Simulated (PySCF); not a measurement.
**Vertical excitation energies**

Compound: C₄H₁₂N₂.
SMILES: `NCC(C)CN`

Theory: PySCF, TDDFT PBE0/def2-SVPD, vertical, gas phase, core orbitals frozen in the response. Isolated species at its PBE0-D3(BJ)/def2-SVP geometry (one conformer only). Torsions of this conformer, `[CH3:1][CH:2]([CH2:3][NH2:4])[CH2:5][NH2:6]`: C1–C2–C3–N4 60°, C1–C2–C5–N6 -59°, H–N4–C3–C2 -174°, H–N4–C3–C2 68°, H–N6–C5–C2 -56°, H–N6–C5–C2 62°.

**Question.** List the vertical singlet excitations with oscillator strengths and describe the spectrum.

**Answer.** 

| state | E (eV) | E (hartree) | f | main configurations (H = HOMO, L = LUMO) |
| --- | --- | --- | --- | --- |
| S1 | 6.22 | 0.2287 | 0.023 | H→L (73%), H-1→L+1 (13%), H-1→L (9%) |
| S2 | 6.32 | 0.2321 | 0.0099 | H-1→L (57%), H→L+1 (33%) |
| S3 | 6.89 | 0.2533 | 0.014 | H→L+1 (55%), H-1→L (17%), H→L (13%) |
| S4 | 6.99 | 0.2568 | 0.0074 | H→L+2 (71%), H-1→L+1 (16%) |
| S5 | 7.06 | 0.2594 | 0.0043 | H-1→L+1 (52%), H→L+2 (18%), H-1→L (10%) |
| S6 | 7.19 | 0.2643 | 0.0056 | H-1→L+2 (67%), H→L+3 (20%) |
| S7 | 7.27 | 0.2672 | 0.0006 | H→L+3 (66%), H-1→L+2 (18%) |
| S8 | 7.50 | 0.2756 | 0.049 | H-1→L+3 (90%) |
| S9 | 7.88 | 0.2898 | 0.020 | H→L+4 (90%) |
| S10 | 8.08 | 0.2968 | 0.0014 | H-1→L+4 (84%) |

Triplets (Tamm–Dancoff): T1 5.95 eV, H→L (56%), H-1→L+1 (20%), H-1→L (17%); T2 6.02 eV, H-1→L (42%), H→L+1 (41%), H→L (10%); T3 6.80 eV, H→L+1 (42%), H→L (22%), H-1→L (15%); T4 6.88 eV, H→L+2 (63%), H-1→L+1 (14%), H→L+3 (8%).

The lowest singlet lies at 6.22 eV (199 nm, vacuum ultraviolet) and is weak; its leading configuration is HOMO→LUMO (73%). The strongest level in the table is S8 at 7.50 eV (165 nm, f = 0.049). Löwdin shares by element: HOMO nitrogen 63%, carbon 17% or more (atoms not listed hold the other 20%); LUMO carbon 19% or more, hydrogen 16% or more (atoms not listed hold the other 64%). Orbital energies (eV): HOMO-3 -9.41, HOMO-2 -9.05, HOMO-1 -7.01, HOMO -6.77, LUMO 0.68, LUMO+1 1.07, LUMO+2 1.31. The listed states span 1.85 eV, and the widest gap between neighbours is 0.58 eV (S2 to S3). Weighted by f, the mean energy of these states is 7.14 eV. No computed singlet lies in the visible range (380 to 750 nm); the lowest, at 199 nm, stands 2.96 eV above its violet end (3.26 eV). The vertical ionisation energy (ΔSCF) is 9.07 eV, 1.00 eV above S10. Singlets were solved by full linear response, triplets in the Tamm–Dancoff approximation.

Hardware: an x86-64 server with one thread (shared host). Cost: 79 s of wall time.
